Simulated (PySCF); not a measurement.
Species, as SMILES: P#P (P2).
Geometry (B3LYP-D3(BJ)/def2-TZVP, fixed):
```
P
P 1 1.8895
```
Charge 0, spin multiplicity 1.

Basis-set convergence of the mean static polarisability at PBE with PySCF. All functions are spherical. Density fitting with generated auxiliary sets. No added dispersion term, no relativity. Reference: the value in aug-pcseg-3, 50.65 bohr³, itself unsure by roughly 0.4 % (its mean distance from aug-cc-pV(Q+d)Z, aug-pcseg-2, aug-cc-pV(T+d)Z). Deviations are taken from unrounded values.

```
basis              functions
-----------------  ---------
STO-3G                    18
3-21G                     26
6-31G                     26
6-31G**                   36
6-31+G*                   44
6-311G**                  52
6-311+G**                 60
6-311++G(2d,2p)           70
6-311++G(3df,3pd)         94
```

Question: Which is the smallest Pople set listed that can be trusted to 2 % here, that is, within that of the reference together with its larger relatives (same family, alike in diffuse functions; a set with none to test it counts only in the reference's own line)?

Answer: Of the sets listed that have larger relatives (same family, alike in diffuse functions), none stays within 2 % of the reference together with them. Value minus reference over the reference: STO-3G -70.5, 3-21G -35.7, 6-31G -31.6, 6-31G** -28.0, 6-31+G* -18.0, 6-311G** -26.4, 6-311+G** -18.0, 6-311++G(2d,2p) -12.0, 6-311++G(3df,3pd) -3.6 %.
